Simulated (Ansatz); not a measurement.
What each rung costs, and what it gives

Saddle point of Si2H7O, doublet (SiH₄O ([OH][SiH3]) + SiH₃ → SiH₃O ([OH][SiH2]) + SiH₄; bonds formed: H1–Si4; bonds broken: H1–Si2), PBE0-D4/def2-TZVP structure:

```xyz
10
angstrom
H 0.1644 0.4722 0.3919
Si 1.4328 0.0155 -0.7820
O 0.5757 -0.9115 -1.8461
Si -1.3946 0.4708 1.2039
H 2.0112 1.1210 -1.5897
H 2.5075 -0.7774 -0.1100
H 0.2009 -1.7318 -1.5222
H -1.2744 0.9617 2.6036
H -2.3495 1.3186 0.4414
H -1.8744 -0.9392 1.2093
```

Barriers are electronic and count from the start structure reached by relaxing down the imaginary mode. Spin–orbit coupling is left out.

Ansatz 0.2.0; basis: as named in each row; cores frozen in the correlated methods; orbitals are unrestricted. B3LYP uses VWN-RPA correlation. Extrapolation: Hartree–Fock as exp(−7.88 √X), correlation as X^−2.97.

Times are rough, for one single point on 4 threads of a shared host (Arm Neoverse V1).

The estimate by CCSD(T) at an estimated basis limit (MP2 extrapolated from triple and quadruple zeta, plus CCSD(T) − MP2 in triple zeta) is 56.2 kJ/mol.

```tsv
method	basis	time (s)	barrier (kJ/mol)	method less estimate
HF	STO-3G	under 1	80.3	24.1
PBE-D4	STO-3G	under 1	-21.1	-77.3
SPW92	def2-SVP	under 1	8.6	-47.6
B3LYP-D4	6-31G	under 1	31.2	-25.0
PBE-D4	def2-SVP	under 1	24.0	-32.2
SPW92	def2-TZVPP	1	7.0	-49.2
PBE0-D4	def2-SVP	2	38.2	-18.0
PBE-D4	def2-TZVPP	2	22.0	-34.2
BLYP-D4	def2-TZVPP	2	29.8	-26.4
B3LYP-D4	def2-TZVPP	3	39.8	-16.4
PBE0-D4	def2-TZVPP	4	35.5	-20.7
BHLYP-D4	def2-TZVPP	4	55.8	-0.4
CAM-B3LYP-D4	def2-TZVPP	4	48.4	-7.8
PBE-QIDH	def2-TZVPP	5	52.5	-3.7
B2PLYP	def2-TZVPP	5	50.1	-6.1
RPA on PBE	def2-TZVPP	5	60.9	4.7
CCSD(T)	def2-SVP	6	71.6	15.4
r2SCAN-D4	def2-TZVPP	6	36.0	-20.2
wB97M-V	def2-SVP	6	51.5	-4.7
r2SCAN0-D4	def2-TZVPP	7	44.8	-11.4
wB97X-V	def2-TZVPP	10	48.4	-7.8
B97M-V	def2-TZVPP	10	27.4	-28.8
wB97M-V	def2-TZVPP	11	49.9	-6.3
MP2	def2-QZVPP	24	64.4	8.2
CCSD(T)	def2-TZVPP	170	60.0	3.8
```

All methods are single points on the PBE0-D4 structures; a negative value means that the method puts the saddle structure below the start.

No T1 diagnostic of these runs exceeds 0.015. ⟨S²⟩ of the unrestricted Hartree–Fock references: 0.75 to 0.78 (a pure state has 0.75).

Radical steps of this kind take place in plasma deposition and etching.

Labels in which every atom is bracketed show which atoms are joined, not bond orders.
